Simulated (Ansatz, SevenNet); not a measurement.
**Cohesive energy of bcc K: levels of theory against measurement**

Reference value: 0.94 ± 0.008 eV/atom (measured, from 0 K enthalpies of formation; zero-point vibration energy (9/8 kB θD) added; as tabulated in Csonka et al. (2009), arXiv:0903.4037).

Task: What do SevenNet-0, LDA, PBE, r²SCAN give, and how far is each from the reference?

Result: 
```tsv
level (code)	value (eV/atom)	cell (Å³/atom)	error (eV/atom)
SevenNet-0	0.03	75.70	-0.91
LDA (Ansatz)	1.02	64.15	+0.08
PBE (Ansatz)	0.87	73.75	-0.07
r²SCAN (Ansatz)	0.85	76.48	-0.09
```

Leaving aside SevenNet-0 (doubt noted below): Any of these levels can be the nearest once the reference is moved by up to 0.03 eV/atom (a margin picked here for doubts on the reference and the settings) and values within 0.03 eV/atom count as equal. Within 0.2 eV/atom: LDA, PBE, r²SCAN.

Free atoms are spin-polarised, in the lowest state found; at levels without +SOC their spin–orbit coupling is left out.  SevenNet-0: free atoms can lie outside what these potentials were trained on. Each level is taken at its own relaxed cell. Cutoffs differ between the levels. Ansatz's density-functional and Hartree–Fock values are scalar-relativistic unless marked +SOC, with PAW data made under PBE.

Machine-learned potentials (SevenNet-0) are trained on DFT data: a solid inside that data is no test of them.

Differences are worked out from the printed values.

Ansatz is a quantum-chemistry and plane-wave program.
